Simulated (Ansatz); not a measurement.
Cartesian coordinates in Å:
```
N 1.773 0.744 -0.169
C 0.625 0.364 0.031
C -0.627 -0.009 0.097
O -1.058 -1.256 -0.151
F -1.565 0.838 0.552
H 2.406 0.592 0.620
H -1.553 -1.272 -0.980
```

Charge 0, multiplicity 1.

**Question.** List the PBE0/def2-TZVPP orbital energies in eV (Ansatz). (An estimate is asked.)

**Answer.** Computed: Occupied: -674.64, -524.14, -392.37, -281.96, -280.12, -34.72, -30.32, -26.46, -21.31, -17.24, -16.25, -15.55, -14.09, -12.65, -11.86, -11.03, -10.70, -9.95, -6.55. Lowest empty: -1.07, 0.70, 1.11, 1.45, 3.78, 4.22, 6.02, 6.17.
